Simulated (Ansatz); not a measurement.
# Strength of the C–Mg bond: Mg(CH3)(NH2) → MgNH2 + CH3

Species: Mg(CH3)(NH2), singlet; MgNH2 `[NH2][Mg]`, doublet; CH3 (methyl radical) `[CH3]`, doublet. 

Shapes, held fixed at every level: PBE0-D4/def2-TZVP. Programs: Ansatz 0.2.0. Electronic energies: no zero-point or thermal term.

```csv
level,kind,ΔE (kJ/mol),less CCSD(T)/def2-TZVPP
SPW92/def2-TZVPP,LDA,+318.0,+45.8
BHLYP-D4/def2-TZVPP,global hybrid,+254.1,-18.1
PBE0-D4/def2-TZVPP,global hybrid,+264.1,-8.1
r2SCAN0-D4/def2-TZVPP,global hybrid,+249.1,-23.1
B2PLYP/def2-TZVPP,double hybrid,+268.1,-4.1
MP2/def2-SVP,perturbation theory,+265.3,-6.9
CCSD(T)/def2-TZVPP,coupled cluster or CI,+272.2,0.0
```

The highest level, CCSD(T)/def2-TZVPP, gives ΔE = +272.2 kJ/mol; the levels span +249.1 to +318.0. The column of differences is taken from that level and isn't an error. No measured value is set beside it here. Open shells run unrestricted unless RO is named. Correlated rows may include outer-core shells of Mg, which these sets cover unevenly.
